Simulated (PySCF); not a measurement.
Computed IR spectrum (relative IR intensity) of a molecule C2H4O2. Geometry: PBE0-D3(BJ)/def2-SVP. The values are those of a single conformer. Method: PySCF with PBE0-D3(BJ)/def2-SVP. Harmonic, unscaled wavenumbers; measured fundamentals usually lie a few per cent lower.

ν (cm⁻¹): 549 (w), 601 (w), 690 (m), 995 (w), 1056 (w), 1231 (s), 1337 (vw), 1427 (m), 1441 (w), 1446 (vw), 1906 (vs), 3809 (m) (against the strongest line: vs over 80 %, s over 45 %, m over 15 %, w over 4 %, vw less)

Problem. Which structure fits?
(A) CC(=O)O
(B) C1OCO1
(C) COC=O

Solution. A, CC(=O)O
